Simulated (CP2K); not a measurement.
# GFN1-xTB run of BF2 (SMILES F[B]F)

Aim: the energy change on altering one bond length of BF2 at GFN1-xTB, from 2 runs. 

The calculation is run with CP2K 2026.2.

2 further runs of the same task are left out: 1 that didn't finish, 1 set aside as unsound or not needed.

### Step 1. The molecule

BF2 has 3 atoms, charge 0, and is taken as a doublet. As SMILES, `F[B]F`. The coordinates come from a PBE0-D4/def2-TZVP relaxation.

Bond lengths: F1–B2 1.306 Å, B2–F3 1.306 Å. Angles: F1–B2–F3 121.1°.

### Step 2. The energy at GFN1-xTB

Contents of calc.inp:

```
&GLOBAL
 PROJECT_NAME calc
 RUN_TYPE ENERGY
 PRINT_LEVEL MEDIUM
&END GLOBAL

&FORCE_EVAL
 METHOD Quickstep
 &DFT
  CHARGE 0
  MULTIPLICITY 2
  UKS T
  &QS
   METHOD XTB
   EPS_DEFAULT 1.0E-10
   &XTB
    GFN_TYPE 1
    CHECK_ATOMIC_CHARGES F
   &END XTB
  &END QS
  &POISSON
   PERIODIC NONE
   POISSON_SOLVER ANALYTIC
  &END POISSON
  &SCF
   SCF_GUESS ATOMIC
   EPS_SCF 1.0E-06
   MAX_SCF 40
   &OT ON
    MINIMIZER DIIS
    PRECONDITIONER FULL_ALL
   &END OT
   &OUTER_SCF
    EPS_SCF 1.0E-06
    MAX_SCF 5
   &END OUTER_SCF
  &END SCF
  &PRINT
   &MOMENTS
    PERIODIC F
    REFERENCE COM
    MAX_MOMENT 1
   &END MOMENTS
   &MO_CUBES
    NLUMO 3
    NHOMO -1
    WRITE_CUBE F
   &END MO_CUBES
   &HIRSHFELD OFF
   &END HIRSHFELD
  &END PRINT
 &END DFT
 &SUBSYS
  &CELL
   ABC [angstrom] 17.3 17.8 16.5
   PERIODIC NONE
  &END CELL
  &COORD
   F      0.513100    -1.044300     0.160000
   B      0.279000     0.240500     0.181300
   F     -0.802900     0.738900    -0.354600
  &END COORD
  &TOPOLOGY
   &CENTER_COORDINATES
   &END CENTER_COORDINATES
  &END TOPOLOGY
 &END SUBSYS
&END FORCE_EVAL
```

Command:

```
$ OMP_NUM_THREADS=1 cp2k.psmp -i calc.inp -o calc.out
```

Output:

```text
CP2K| version string:                                       CP2K version 2026.2
[...]
 GLOBAL| Method name                                                        CP2K
[...]
 GLOBAL| Run type                                                         ENERGY
[...]
                             - Atoms:                                          3
[...]
                             - Spherical basis functions:                     12
[...]
 Number of electrons:                                                          9
[...]
     1 OT DIIS     0.15E+00    0.0     0.08023656       -11.5889901461 -1.16E+01
[...]
    11 OT DIIS     0.15E+00    0.0     0.00000039       -11.6708498562 -5.99E-11
  *** SCF run converged in    11 steps ***
[...]
 TB_DIPOLE| Moment [Debye]          1.03109929       0.95623692       0.67764803
 TB_DIPOLE| Derivative [a.u.]       0.00000000       0.00000000       0.00000000
[...]
 ENERGY| Total FORCE_EVAL ( QS ) energy [hartree]            -11.670849856211710
[...]
```

Wall time 0.75 s (1 thread of Arm Neoverse N1, shared host); peak memory 0.17 GiB.

### Step 3. The distorted shape

Contents of molecule.inp:

```
&GLOBAL
  PROJECT molecule
  RUN_TYPE ENERGY
  PRINT_LEVEL MEDIUM
&END GLOBAL

&FORCE_EVAL
  METHOD Quickstep
  &DFT
    MULTIPLICITY 2
    UNRESTRICTED_KOHN_SHAM T
    &QS
      METHOD XTB
      EPS_DEFAULT 1.0E-10
      &XTB
        GFN_TYPE 1
        CHECK_ATOMIC_CHARGES F
      &END XTB
    &END QS
    &POISSON
      PERIODIC NONE
      POISSON_SOLVER ANALYTIC
    &END POISSON
    &SCF
      SCF_GUESS ATOMIC
      EPS_SCF 1.0E-06
      MAX_SCF 40
      &OT
        MINIMIZER DIIS
        PRECONDITIONER FULL_ALL
      &END OT
      &OUTER_SCF
        EPS_SCF 1.0E-06
        MAX_SCF 5
      &END OUTER_SCF
    &END SCF
    &PRINT
      &MOMENTS
        PERIODIC F
        REFERENCE COM
        MAX_MOMENT 1
      &END MOMENTS
      &MO_CUBES
        NLUMO 3
        NHOMO -1
        WRITE_CUBE F
      &END MO_CUBES
      &HIRSHFELD OFF
      &END HIRSHFELD
    &END PRINT
  &END DFT
  &SUBSYS
    &CELL
      ABC 17.4 18.2 16.5
      PERIODIC NONE
    &END CELL
    &COORD
      F      0.583336    -1.429774     0.153609
      B      0.279000     0.240500     0.181300
      F     -0.802900     0.738900    -0.354600
    &END COORD
    &TOPOLOGY
      &CENTER_COORDINATES
      &END CENTER_COORDINATES
    &END TOPOLOGY
  &END SUBSYS
&END FORCE_EVAL
```

Command:

```
$ OMP_NUM_THREADS=1 cp2k.psmp molecule.inp > molecule.out
```

Output:

```text
CP2K| version string:                                       CP2K version 2026.2
[...]
 GLOBAL| Method name                                                        CP2K
[...]
 GLOBAL| Run type                                                         ENERGY
[...]
                             - Atoms:                                          3
[...]
                             - Spherical basis functions:                     12
[...]
 Number of electrons:                                                          9
[...]
     1 OT DIIS     0.15E+00    0.0     0.13859450       -11.4828044088 -1.15E+01
[...]
    14 OT DIIS     0.15E+00    0.0     0.00000093       -11.6347217715 -5.94E-11
  *** SCF run converged in    14 steps ***
[...]
 TB_DIPOLE| Moment [Debye]          0.52665081       2.33527641       0.56150239
 TB_DIPOLE| Derivative [a.u.]       0.00000000       0.00000000       0.00000000
[...]
 ENERGY| Total FORCE_EVAL ( QS ) energy [hartree]            -11.634721771468891
[...]
```

It took 0.79 s on 1 thread of Arm Neoverse N1, shared host; peak memory 0.17 GiB.

### Step 4. Results

Level: GFN1-xTB.

| quantity | value |
| --- | --- |
| first shape: total energy | -11.67085 Eh |
| first shape: dipole moment (from atomic charges alone) | 1.56 D |
| first shape: HOMO energy (highest over α and β) | -9.54 eV |
| first shape: dispersion energy | -0.71 kJ/mol |
| distorted shape: total energy | -11.63472 Eh |
| distorted shape: dipole moment (from atomic charges alone) | 2.46 D |
| distorted shape: HOMO energy (highest over α and β) | -11.20 eV |
| distorted shape: dispersion energy | -0.71 kJ/mol |
| energy change with the F1–B2 bond stretched from 1.306 to 1.698 Å | 0.983 eV |

In words: With the F1–B2 bond stretched from 1.306 to 1.698 Å the energy rises by 0.98 eV (94.9 kJ/mol). The first shape isn't relaxed at this level, so the change isn't measured from a minimum. The dipole (first shape) comes from point charges on the atoms alone, without atomic dipoles, so it is partial. The dipole (distorted shape) comes from point charges on the atoms alone, without atomic dipoles, so it is partial.
